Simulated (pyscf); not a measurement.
Single points on ωB97X-D3(BJ)/def2-SVP structures (PySCF, gas phase). MP2 and CC: frozen core, UHF for open shells. ΔMP2 is the change of the MP2 total energy from the triple- to the quadruple-zeta basis.

Question: For the elementary gas-phase step methanol (H₃C–OH) + methyl (CH₃•) -> methoxy (H₃C–O•) + methane (CH₄) (doublet surface; H–O broken, C–H formed), what barrier and reaction energy does CCSD(T)/def2-TZVPP + ΔMP2(QZVPP) give, measured from the separated reactants?

Answer: ΔE‡ = 13.6 kcal/mol, ΔE = +0.6 kcal/mol. Zero-point energy shifts the barrier by -1.0 kcal/mol. It is a hydrogen abstraction, with an imaginary mode of 1862i cm⁻¹. H₃C–O• lies 7.0 kcal/mol over its isomer •H₂C–OH (electronic energy, ωB97M-D3(BJ)). One saddle was located; it need not be the lowest between these sides. The angle at the transferred H is 171°. The CCSD(T) − MP2 part came from Ansatz, without density fitting, on the same reference.
